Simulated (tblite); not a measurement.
Isomers of C5H4O. Computed values, GFN2-xTB/tblite, gas phase, harmonic and unscaled. Errors from tens to a few hundred cm⁻¹ against measured bands are possible. One conformer each.

Electronic energies: GFN2-xTB at the same geometries; isomer energies are rough at this level and their order can be wrong.

```json
{"SMILES": "C=Cc1cc1=O", "electronic energy, lowest = 0 (kcal/mol)": "1.6"}
{"SMILES": "C=CC#CC=O", "electronic energy, lowest = 0 (kcal/mol)": "0.0"}
{"SMILES": "C#CC#COC", "electronic energy, lowest = 0 (kcal/mol)": "12.3"}
```

Question: How do GFN2-xTB zero-point energies change the relative energies?

Answer: 
```tsv
SMILES	ZPE (kcal/mol)	of it from modes above 1550 cm⁻¹	electronic (kcal/mol)	with ZPE, lowest = 0 (kcal/mol)	lowest mode (cm⁻¹)	rings
C=CC#CC=O	42.9	25.3	0.0	0.0	19	0
C=Cc1cc1=O	43.6	25.5	1.6	2.3	79	1
C#CC#COC	42.6	24.2	12.3	12.1	106	0
```

The zero-point energies span 1.0 kcal/mol, from `C#CC#COC` to `C=Cc1cc1=O`. The order is unchanged.
